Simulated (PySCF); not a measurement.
# HO₂ radical: EPR parameters at several levels of theory

Aim: compute the EPR parameters of HO₂ radical (`[O]O`) at several levels, and see how far they spread and what each costs.

The runs use PySCF 2.14.0, with density-fitted response routines of our own; the level of theory stands in each step. All values are computed, except where a source is named. Atoms are numbered from 0 throughout.

## Step 1: Starting geometry

3 atoms, charge 0, multiplicity 2; geometry from: GFN2-xTB.

Bonds of the start (Å): O0–O1 1.30, O1–H2 0.98.

## Step 2: Optimising the geometry at PBE0-D3(BJ)/def2-TZVP

What the job is given:

```
{"job": {"xc": "PBE0", "basis": "def2-TZVP", "d3": "d3bj", "grid": 2, "kind": "geom"}, "charge": 0, "multiplicity": 2}
O      0.620980    -0.280050    -0.000000
O     -0.542880     0.304600    -0.000600
H     -1.239680    -0.389650     0.009580
```

Standard output:

```text
step   0  E = -150.81700657  max force = 0.008532
step   1  E = -150.81723439  max force = 0.006144
step   2  E = -150.81729982  max force = 0.001010
step   3  E = -150.81730114  max force = 0.000176
optimisation converged
```

Run time: 14 s. Hardware: 2 threads of Intel Xeon at 2.50GHz (Skylake/Cascade Lake), shared host.

Step by step:

```
step  energy from step 0 (eV)  largest force component (eV/Å)
   0                   0.0000                          0.4387
   1                  -0.0062                          0.3159
   2                  -0.0080                          0.0519
   3                  -0.0080                          0.0091
```

Close pairs (by a distance rule), those that changed most:

```
 bond  before (Å)  after (Å)  change (Å)
O1–H2       0.984      0.975      -0.009
O0–O1       1.302      1.308      +0.006
```

The final coordinates are the input of the step that follows.

```
                         at the end point                  value
  point group (found at 0.08 Å tolerance)                     Cs
rotational constants (GHz, main isotopes)  625.7, 34.682, 32.861
                        dipole moment (D)                   2.29
                                     ⟨S²⟩                  0.754
```

## Step 3: EPR parameters: B3LYP/pcH-2

What the job is given:

```
{"job": {"kind": "epr", "xc": "B3LYP", "basis": "pcH-2"}, "charge": 0, "multiplicity": 2}
O      0.609447    -0.288511     0.000121
O     -0.550957     0.316153    -0.000657
H     -1.220071    -0.392742     0.009516
```

Method: UKS B3LYP, pcH-2 on H O, non-relativistic, mean-field spin-orbit, GIAO.

Standard output:

```text
UKS, coarse grid
  cycle   1  E = -150.94442187  |g| = 3.01e-01
  cycle   2  E = -150.92002200  |g| = 4.12e-01
  cycle   3  E = -150.97526349  |g| = 1.39e-01
  cycle   4  E = -150.98089766  |g| = 4.83e-02
  cycle   5  E = -150.98164501  |g| = 1.05e-02
  cycle   6  E = -150.98170312  |g| = 3.18e-03
  cycle   7  E = -150.98171075  |g| = 9.89e-04
UKS, final grid
  cycle   1  E = -150.98173718  |g| = 1.82e-03
  cycle   2  E = -150.98173219  |g| = 4.36e-03
  cycle   3  E = -150.98173838  |g| = 1.53e-04
  cycle   4  E = -150.98173839  |g| = 9.15e-05
  cycle   5  E = -150.98173839  |g| = 9.59e-06
E = -150.98173839 Eh   <S^2> = 0.7539 (exact 0.7500)
g shifts (ppm)      1          2          3
  rmc          -349       -349       -349
  gc            -19         66         67
  oz_so         -16       5589      27432
  total        -384       5306      27151
hyperfine (MHz)  atom isotope    a_iso     a_fc   dipolar eigenvalues
    0   17O     -50.16     -50.16   -250.98    124.54    126.44
    1   17O     -29.58     -29.58   -115.92     55.41     60.52
    2    1H     -26.88     -26.88    -22.66    -12.75     35.41
```

It took 18 s on 2 threads of Intel Xeon at 2.50GHz (Skylake/Cascade Lake), shared host.

Principal g values 2.00194, 2.00763, 2.02947; g(iso) = 2.01301, against 2.00232 for a free electron.

Hyperfine couplings, nucleus by nucleus at this fixed geometry (no averaging over rotations):

```
nuclei  isotope  a(iso) (MHz)  a(iso) (G, at g = 2.0023)  largest dipolar term (MHz)
    O0      17O         -50.2                      -17.9                      -251.0
    O1      17O         -29.6                      -10.6                      -115.9
    H2       1H         -26.9                       -9.6                        35.4
```

Mulliken spin populations:

```
atom  value (e)
  O0       0.74
  O1       0.27
  H2      -0.01
```

In first order the couplings over 0.8 MHz of 1H give 2 distinct lines over 9.6 G.

## Step 4: EPR parameters: PBE0/pcH-2

What the job is given:

```
{"job": {"kind": "epr", "xc": "PBE0", "basis": "pcH-2"}, "charge": 0, "multiplicity": 2}
O      0.609447    -0.288511     0.000121
O     -0.550957     0.316153    -0.000657
H     -1.220071    -0.392742     0.009516
```

Method: UKS PBE0, pcH-2 on H O, non-relativistic, mean-field spin-orbit, GIAO.

Standard output:

```text
UKS, coarse grid
  cycle   1  E = -150.78716254  |g| = 2.91e-01
  cycle   2  E = -150.77107335  |g| = 3.79e-01
  cycle   3  E = -150.81721555  |g| = 1.19e-01
  cycle   4  E = -150.82162653  |g| = 4.07e-02
  cycle   5  E = -150.82219236  |g| = 1.11e-02
  cycle   6  E = -150.82226877  |g| = 3.90e-03
  cycle   7  E = -150.82228283  |g| = 1.17e-03
  cycle   8  E = -150.82228374  |g| = 1.45e-04
UKS, final grid
  cycle   1  E = -150.82230806  |g| = 9.03e-05
  cycle   2  E = -150.82230806  |g| = 1.22e-04
  cycle   3  E = -150.82230807  |g| = 4.17e-05
  cycle   4  E = -150.82230807  |g| = 9.83e-06
E = -150.82230807 Eh   <S^2> = 0.7543 (exact 0.7500)
g shifts (ppm)      1          2          3
  rmc          -346       -346       -346
  gc            -20         66         67
  oz_so         -20       5539      26850
  total        -386       5259      26571
hyperfine (MHz)  atom isotope    a_iso     a_fc   dipolar eigenvalues
    0   17O     -48.93     -48.93   -252.56    125.58    126.97
    1   17O     -30.06     -30.06   -111.81     53.19     58.62
    2    1H     -25.82     -25.82    -22.10    -12.36     34.46
```

It took 14 s on 2 threads of Intel Xeon at 2.50GHz (Skylake/Cascade Lake), shared host.

This run: g(iso) 2.01280.

## Step 5: EPR parameters: PBE/pcH-2

What the job is given:

```
{"job": {"kind": "epr", "xc": "PBE", "basis": "pcH-2"}, "charge": 0, "multiplicity": 2}
O      0.609447    -0.288511     0.000121
O     -0.550957     0.316153    -0.000657
H     -1.220071    -0.392742     0.009516
```

Level: UKS PBE, pcH-2 on H O, non-relativistic, mean-field spin-orbit, GIAO.

Standard output:

```text
UKS, coarse grid
  cycle   1  E = -150.79496575  |g| = 3.22e-01
  cycle   2  E = -150.72265359  |g| = 5.32e-01
  cycle   3  E = -150.81883222  |g| = 2.18e-01
  cycle   4  E = -150.83277514  |g| = 7.53e-02
  cycle   5  E = -150.83461039  |g| = 1.15e-02
  cycle   6  E = -150.83465225  |g| = 1.56e-03
  cycle   7  E = -150.83465359  |g| = 4.44e-04
UKS, final grid
  cycle   1  E = -150.83468358  |g| = 1.19e-03
  cycle   2  E = -150.83467895  |g| = 3.87e-03
  cycle   3  E = -150.83468407  |g| = 9.12e-05
  cycle   4  E = -150.83468407  |g| = 2.02e-05
E = -150.83468407 Eh   <S^2> = 0.7521 (exact 0.7500)
g shifts (ppm)      1          2          3
  rmc          -336       -336       -336
  gc            -18         64         66
  oz_so         -13       5015      24007
  total        -367       4744      23737
hyperfine (MHz)  atom isotope    a_iso     a_fc   dipolar eigenvalues
    0   17O     -26.71     -26.71   -238.42    118.93    119.49
    1   17O     -16.68     -16.68   -120.11     58.08     62.03
    2    1H     -24.47     -24.47    -23.83    -11.84     35.67
```

Wall time 16 s (2 threads of Intel Xeon at 2.50GHz (Skylake/Cascade Lake), shared host).

In short: g(iso) 2.01169.

## Step 6: g tensor and hyperfine couplings: CAM-B3LYP/pcH-2

What the job is given:

```
{"job": {"kind": "epr", "xc": "CAM-B3LYP", "basis": "pcH-2"}, "charge": 0, "multiplicity": 2}
O      0.609447    -0.288511     0.000121
O     -0.550957     0.316153    -0.000657
H     -1.220071    -0.392742     0.009516
```

Method: UKS CAM-B3LYP, pcH-2 on H O, non-relativistic, mean-field spin-orbit, GIAO.

Standard output:

```text
UKS, coarse grid
  cycle   1  E = -150.89290812  |g| = 3.14e-01
  cycle   2  E = -150.89301292  |g| = 3.54e-01
  cycle   3  E = -150.93034510  |g| = 1.01e-01
  cycle   4  E = -150.93358103  |g| = 2.99e-02
  cycle   5  E = -150.93400056  |g| = 1.12e-02
  cycle   6  E = -150.93412269  |g| = 4.64e-03
  cycle   7  E = -150.93416179  |g| = 1.37e-03
  cycle   8  E = -150.93416443  |g| = 2.08e-04
UKS, final grid
  cycle   1  E = -150.93419184  |g| = 1.23e-04
  cycle   2  E = -150.93419186  |g| = 1.20e-04
  cycle   3  E = -150.93419186  |g| = 6.29e-05
  cycle   4  E = -150.93419187  |g| = 1.40e-05
E = -150.93419187 Eh   <S^2> = 0.7541 (exact 0.7500)
g shifts (ppm)      1          2          3
  rmc          -349       -349       -349
  gc            -19         65         67
  oz_so         -15       5784      29431
  total        -383       5501      29149
hyperfine (MHz)  atom isotope    a_iso     a_fc   dipolar eigenvalues
    0   17O     -47.28     -47.28   -254.04    125.99    128.06
    1   17O     -28.48     -28.48   -113.25     53.93     59.31
    2    1H     -26.45     -26.45    -22.10    -12.62     34.73
```

Run time: 21 s. Hardware: 2 threads of Intel Xeon at 2.50GHz (Skylake/Cascade Lake), shared host.

This run: g(iso) 2.01374.

## Step 7: Comparing the runs: EPR parameters

g, ⟨S²⟩ and isotropic hyperfine couplings (MHz), with basis size and wall time:

```
            run   g(iso)   ⟨S²⟩  17O O0  17O O1  1H H2  functions  time
    B3LYP/pcH-2  2.01301  0.754   -50.2   -29.6  -26.9        131  18 s
     PBE0/pcH-2  2.01280  0.754   -48.9   -30.1  -25.8        131  14 s
      PBE/pcH-2  2.01169  0.752   -26.7   -16.7  -24.5        131  16 s
CAM-B3LYP/pcH-2  2.01374  0.754   -47.3   -28.5  -26.4        131  21 s
```

## Step 8: Results

```
                            quantity                     value
                         point group                        Cs
rotational constants (main isotopes)  625.73, 34.68, 32.86 GHz
                      g(iso) (B3LYP)                   2.01301
                                ⟨S²⟩        0.754 (exact 0.75)
                      largest a(iso)      17O on O0, -50.2 MHz
```

What this shows: Single values in the summary come from the first run of each kind that ended normally (B3LYP/pcH-2), which need not be the best level. Over 3 steps the energy fell by 0.008 eV; of the close pairs, O1–H2 changed most, 0.984 to 0.975 Å. The largest share of the spin, 0.74 e, sits on O0. The isotropic g lies 10.7 ppt above the free-electron value. The coupling of 17O on O0 runs from -50.2 (B3LYP/pcH-2) to -26.7 MHz (PBE/pcH-2).
